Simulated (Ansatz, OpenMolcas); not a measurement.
CH7AlSi (SMILES [CH3][AlH][SiH3]): methods side by side

CH7AlSi: 10 atoms, total charge 0, spin state singlet. As SMILES, `[CH3][AlH][SiH3]`. The coordinates come from a PBE0-D4/def2-TZVP relaxation.

Each level gives the vertical energy of the triplet above the singlet (eV). The values are calculated.

| level | kind | program | value (eV) | less CCSD(T)/cc-pVDZ | CPU time (all runs) |
| --- | --- | --- | --- | --- | --- |
| SVWN5/cc-pVDZ | LDA | OpenMolcas | 3.56 | -0.32 | 76 s |
| PBE/cc-pVDZ | GGA | OpenMolcas | 3.47 | -0.41 | 95 s |
| M06-L/cc-pVDZ | meta-GGA | OpenMolcas | 3.78 | -0.10 | 2.2 min |
| B3LYP/cc-pVDZ | global hybrid | OpenMolcas | 3.76 | -0.12 | 92 s |
| BHLYP/cc-pVDZ | global hybrid | OpenMolcas | 3.97 | +0.09 | 89 s |
| HSE06/cc-pVDZ | range-separated hybrid | Ansatz | 3.65 | -0.23 | 30 s |
| PBE-QIDH/cc-pVDZ | double hybrid | Ansatz | 3.88 | 0.00 | 32 s |
| RPA@PBE/cc-pVDZ | RPA | Ansatz | 3.73 | -0.15 | 33 s |
| RPA@PBE0/cc-pVDZ | RPA | Ansatz | 3.82 | -0.06 | 38 s |
| CCSD(T)/cc-pVDZ | coupled cluster or CI | Ansatz | 3.88 | 0.00 | 53 s |

CCSD(T)/cc-pVDZ is the highest level here, not the true value. The values span 3.47 to 3.97 eV. Times are those of the runs behind each value, whatever else they computed, on shared processors of several kinds: orders of magnitude only.
